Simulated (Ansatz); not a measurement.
Consider the atomization: `O/C=C\F` → 2 C• + F• + 3 H• + O•.

Gas-phase electronic energies from Ansatz, PBE0-D4/def2-TZVP geometries. CCSD(T)/CBS adds triple-zeta CCSD(T) − MP2 to the extrapolated MP2 energy (def2 sets, frozen cores). This one scheme is used for every species, atoms too. DFT in def2-TZVPP. HSE06 is defined as in plane-wave codes. Open shells (•) are unrestricted, without spin–orbit coupling. Spin–orbit coupling would lower the free atoms: a little for C, F, O. One conformer a species, not always the lowest.

```
  level  ΔE (kJ/mol)
ωB97X-V       2818.4
  HSE06       2832.8
```

Task: What does CCSD(T)/CBS give? (Best estimate.)

Result: Ansatz gave: +2818.6 kJ/mol. The listed levels differ from it by -0.2, 14.2 kJ/mol.

Largest T1 diagnostic among the species: 0.013.

At CCSD(T), def2-SVP lies −148.7 kJ/mol from the extrapolated value and def2-TZVPP −80.7 kJ/mol: correlation converges slowly with the basis, and small sets miss more of it in the bonded molecule than in its fragments. Leaving LDA and LC-ωPBE aside and taking each functional with its dispersion term where it has one, the values, not all of them listed here, spread over 250.7 kJ/mol, from BHLYP-D4 to PBE-D4. LDA lies +418.1 kJ/mol from PBE without D4, its usual overbinding.

For atomizations the MP2-based limit and the directly extrapolated one differ by several kJ/mol either way, and by 10 to 25 for some Ge, Se and Sn compounds, so smaller differences from it don't rank the levels.
